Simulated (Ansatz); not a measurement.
CH₈AlN⁻, that is Al(NH2Me)H3 with one electron more. Charge -1, multiplicity 2. Geometry r2SCAN-D4/def2-TZVP, that of the neutral singlet.

```xyz
11

Al   -1.3032    0.7642   -0.5701
N     0.4034    0.3387    0.4711
C     0.9530   -1.0070    0.1875
H     0.2043    0.4317    1.4647
H     1.0967    1.0512    0.2546
H     1.8634   -1.2076    0.7560
H     0.1933   -1.7470    0.4351
H     1.1622   -1.0741   -0.8792
H    -2.2421   -0.4182   -0.0295
H    -0.7398    0.6236   -2.0651
H    -1.5912    2.2445   -0.0251
```

At PBE-D4/def2-TZVPD, r2SCAN-D4/def2-TZVPD, PBE0-D4/def2-TZVPD the highest occupied level of the charge -1 doublet lies above zero (up to 2.17 eV). By energy differences it is unbound by 0.59 eV (vertical, against the charge 0 singlet, at r2SCAN-D4/def2-TZVPD) and held by the finite basis.

Task: Estimate the α-spin orbital energies around the gap (eV) in Ansatz with PBE-D4/def2-TZVPD, r2SCAN-D4/def2-TZVPD, PBE0-D4/def2-TZVPD.

Result: 
```
orbital  PBE-D4/def2-TZVPD  r2SCAN-D4/def2-TZVPD  PBE0-D4/def2-TZVPD
 HOMO−5              -5.73                 -6.08               -7.27
 HOMO−4              -5.40                 -5.75               -6.97
 HOMO−3              -3.57                 -3.89               -5.01
 HOMO−2              -2.44                 -2.75               -3.74
 HOMO−1              -2.43                 -2.74               -3.73
   HOMO               2.16                  2.17                1.81
   LUMO               2.98                  3.27                3.39
 LUMO+1               3.14                  3.43                3.60
 LUMO+2               3.48                  3.60                4.00
 LUMO+3               3.58                  3.85                4.09
 LUMO+4               4.02                  4.34                4.52
 LUMO+5               4.16                  4.52                4.65
 β HOMO              -2.42                 -2.74               -3.72
 β LUMO               2.69                  3.27                3.27
```
